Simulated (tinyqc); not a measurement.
Worked calculation: harmonic frequencies on the B3LYP (VWN-RPA form)/sto-6g surface (energies and gradients from PySCF), for H2O, spin multiplicity 1. One step of it, computed by the program tinyqc.

Question. Normal modes. Diagonalise H_ij / sqrt(m_i m_j); the 6 smallest eigenvalues belong to translations and rotations; wavenumber = sqrt(eigenvalue / 1822.888) x 219474.63; each mode has its largest component positive (the first on a tie); zero-point energy = sum of wavenumbers / 2, with 349.755 1/cm per kcal/mol. A mass of 2.014 u marks deuterium.

Hessian (symmetrised) (hartree/bohr^2), order 1Ox, 1Oy, 1Oz, 2Hx, 2Hy, 2Hz, 3Hx, 3Hy, 3Hz:
```
[[0.00110720, -0.00960158, -0.02236023, -0.00086893, 0.01184661, 0.01474864, -0.00027392, -0.00224400, 0.00762100],
 [-0.00960158, 0.57189683, -0.00324544, 0.01643098, -0.30151194, -0.25026786, -0.00683933, -0.27038901, 0.25351693],
 [-0.02236023, -0.00324544, 0.49783416, 0.01301743, -0.14854525, -0.23311531, 0.00936073, 0.15178340, -0.26474495],
 [-0.00086893, 0.01643098, 0.01301743, 0.00085046, -0.01463199, -0.01328717, 0.00001992, -0.00178561, 0.00025095],
 [0.01184661, -0.30151194, -0.14854525, -0.01463199, 0.33626749, 0.19753739, 0.00280073, -0.03475885, -0.04899970],
 [0.01474864, -0.25026786, -0.23311531, -0.01328717, 0.19753739, 0.22020248, -0.00148065, 0.05273532, 0.01292736],
 [-0.00027392, -0.00683933, 0.00936073, 0.00001992, 0.00280073, -0.00148065, 0.00028820, 0.00402419, -0.00787068],
 [-0.00224400, -0.27038901, 0.15178340, -0.00178561, -0.03475885, 0.05273532, 0.00402419, 0.30515527, -0.20451479],
 [0.00762100, 0.25351693, -0.26474495, 0.00025095, -0.04899970, 0.01292736, -0.00787068, -0.20451479, 0.25182915]]
```

masses (u): [15.994915, 2.014102, 2.014102]

Give: eigenvalues of the mass-weighted Hessian; harmonic wavenumbers of the vibrations; mass-weighted modes; zero-point energy.

Answer.

eigenvalues of the mass-weighted Hessian (hartree/(bohr^2 u)): [0.0000, 0.0000, 0.0000, 0.0000, 0.0000, 0.0000, 0.0813, 0.2504, 0.2887]

harmonic wavenumbers of the vibrations (1/cm): [1465.5, 2572.1, 2762.1]

mass-weighted modes, order 1Ox, 1Oy, 1Oz, 2Hx, 2Hy, 2Hz, 3Hx, 3Hy, 3Hz:
```
[[0.0153, 0.0135, 0.0054],
 [-0.0130, -0.0113, -0.3517],
 [-0.3362, -0.2956, 0.0137],
 [-0.0145, -0.0271, -0.0276],
 [-0.4482, 0.5465, 0.5126],
 [0.4921, 0.3956, 0.4181],
 [-0.0288, -0.0110, 0.0124],
 [0.4848, -0.5146, 0.4785],
 [0.4554, 0.4376, -0.4568]]
```

zero-point energy = 9.7207 kcal/mol
